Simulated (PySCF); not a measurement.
Molecule (SMILES): ClCCl.
Geometry (B3LYP-D3(BJ)/def2-TZVP, fixed):
```xyz
5

C      0.0039     0.0052     0.7673
Cl    -0.0175     1.4825    -0.2263
Cl     0.0153    -1.4855    -0.2061
H     -0.8904    -0.0005     1.3784
H      0.9045     0.0193     1.3690
```
Charge 0, spin multiplicity 1.

Basis-set convergence of the mean static polarisability at PBE with PySCF. All functions are spherical. Density fitting with generated auxiliary sets. In sets without p functions on hydrogen, species with hydrogen take exact integrals. No added dispersion term, no relativity. Reference: the value in aug-pcseg-2, 45.29 bohr³, itself unsure by roughly 0.3 % (its distance from aug-cc-pV(T+d)Z). Deviations are taken from unrounded values. Cost is core time over that of 6-31G**, rough, on shared machines of one kind; a dash marks a row that isn't timed (too short, read off another run, short of memory, by another algorithm or on other hardware).

```json
[
 {"basis": "3-21G", "functions": "39", "mean static polarisability (bohr³)": "25.57", "minus reference (%)": "-43.5", "cost": "-"},
 {"basis": "6-31G*", "functions": "54", "mean static polarisability (bohr³)": "29.65", "minus reference (%)": "-34.5", "cost": "-"},
 {"basis": "6-31G**", "functions": "60", "mean static polarisability (bohr³)": "29.83", "minus reference (%)": "-34.1", "cost": "1×"},
 {"basis": "def2-SVP", "functions": "60", "mean static polarisability (bohr³)": "28.48", "minus reference (%)": "-37.1", "cost": "0.8×"},
 {"basis": "pcseg-1", "functions": "60", "mean static polarisability (bohr³)": "31.37", "minus reference (%)": "-30.7", "cost": "1×"},
 {"basis": "Sadlej pVTZ", "functions": "106", "mean static polarisability (bohr³)": "45.30", "minus reference (%)": "0.0", "cost": "2×"},
 {"basis": "def2-TZVPP", "functions": "143", "mean static polarisability (bohr³)": "37.27", "minus reference (%)": "-17.7", "cost": "3×"},
 {"basis": "jun-cc-pV(T+d)Z", "functions": "163", "mean static polarisability (bohr³)": "45.01", "minus reference (%)": "-0.6", "cost": "4×"},
 {"basis": "def2-TZVPPD", "functions": "173", "mean static polarisability (bohr³)": "45.32", "minus reference (%)": "0.1", "cost": "4×"},
 {"basis": "aug-pcseg-2", "functions": "192", "mean static polarisability (bohr³)": "45.29", "minus reference (%)": "0.0", "cost": "5×"},
 {"basis": "aug-cc-pV(T+d)Z", "functions": "202", "mean static polarisability (bohr³)": "45.13", "minus reference (%)": "-0.3", "cost": "5×"},
 {"basis": "pcseg-3", "functions": "254", "mean static polarisability (bohr³)": "41.96", "minus reference (%)": "-7.3", "cost": "9×"},
 {"basis": "def2-QZVPPD", "functions": "287", "mean static polarisability (bohr³)": "45.56", "minus reference (%)": "0.6", "cost": "20×"}
]
```

The smallest set listed that lies within 5 % of the reference with all its larger relatives (same family, alike in diffuse functions; a set with none counts only in the reference's own line) is jun-cc-pV(T+d)Z (163 functions, 4× in cost, -0.6 % off). Inside, with no larger relative to test it: Sadlej pVTZ.
